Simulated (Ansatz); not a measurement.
Basis-set series for CH₄FNS, SMILES `NC(F)S`. Total charge 0; spin multiplicity 1. The geometry is a stationary point of PBE0-D4/def2-TZVP. It is one conformer, not always the lowest.

Cartesian coordinates in Å:
```
N -0.6932 -0.1698 -1.0316
C 0.3336 0.1263 -0.1178
F 1.4284 -0.6733 -0.3590
S -0.2027 -0.1404 1.6079
H -1.2555 -0.9681 -0.7711
H -1.2682 0.6257 -1.2589
H 0.6571 1.1602 -0.2472
H 1.0005 0.0395 2.1778
```

```json
{"functional": "PBE0-D4", "basis": "def2-TZVPP", "functions": "191", "energy (Eh)": "-593.05139", "HOMO (eV)": "-7.33", "LUMO (eV)": "0.15"}
{"functional": "PBE0-D4", "basis": "def2-QZVPP", "functions": "361", "energy (Eh)": "-593.07448", "HOMO (eV)": "-7.39", "LUMO (eV)": "-0.08"}
{"functional": "ωB97M-V", "basis": "def2-TZVPP", "functions": "191", "energy (Eh)": "-593.30319", "HOMO (eV)": "-9.60", "LUMO (eV)": "1.92"}
{"functional": "ωB97M-V", "basis": "def2-QZVPP", "functions": "361", "energy (Eh)": "-593.32538", "HOMO (eV)": "-9.66", "LUMO (eV)": "1.43"}
```

Task: Give the rows for def2-SVP. (Best estimate.)

Result: The calculation gave: 
```
functional     basis  functions  energy (Eh)  HOMO (eV)  LUMO (eV)
   PBE0-D4  def2-SVP         80   -592.67671      -7.13       0.73
   ωB97M-V  def2-SVP         80   -592.92226      -9.38       2.68
```

Positive LUMOs are unbound and depend on the basis.

Computed with Ansatz.
